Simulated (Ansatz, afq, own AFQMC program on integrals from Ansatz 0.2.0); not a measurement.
## Re, sextet: AFQMC among the cluster methods

A free Re atom.

Basis def2-TZVPP with its core potentials. Only valence electrons are correlated. AFQMC by an in-house program on the Cholesky factors that Ansatz 0.2.0 writes for its CCSD(T) run. The CISD trial takes its coefficients from CCSD amplitudes. Released means that phaseless walkers are propagated on without the constraint, phases kept. ± is one standard error of the sampling. No spin–orbit coupling. The metal's outer-core s and p shells are frozen, which shifts wave-function levels against functionals.

Determinant: UHF, the one that the program's search chose, which needn't be the lowest solution.

No full CI on the walks' own integrals is used here; CCSDT(Q) serves as the reference and is uncertain by about the last step of the cluster series.

Cautions: no spin-orbit coupling; outer-core shells of the metal frozen; the released energies are still falling, so no released level is given (meV from the phaseless value at times in 1/Eh: -9.0 ± 1.9 at 0.60, -12.6 ± 1.5 at 1.20, -12.4 ± 2.2 at 2.00, -16.3 ± 1.6 at 3.00, -20.8 ± 2.4 at 4.20), though the last usable value meets CCSDT(Q) within the noise.

The T1 diagnostic is 0.0228. The weight of the determinant in the CISD state is 0.914, the ⟨S²⟩ of the determinant is 8.799 and the size of the correlated space is 7 electrons in 52 orbitals.

Reference: CCSDT(Q), correlation energy -3.756 eV.

```csv
level,E − E(reference) (meV),share of correlation (%)
HF,3755.6,0.00
MP2,434.9,88.42
CCSD,168.6,95.51
CCSD(T),21.3,99.43
CCSDT,7.6,99.80
ph-AFQMC/HF,47.9 ± 16.1,98.73
ph-AFQMC/CISD,16.5 ± 2.0,99.56
```

A walk keeps the symmetry of its determinant, which the program's search chose and which needn't be the lowest solution, so a lower state of the same spin and another symmetry isn't excluded.
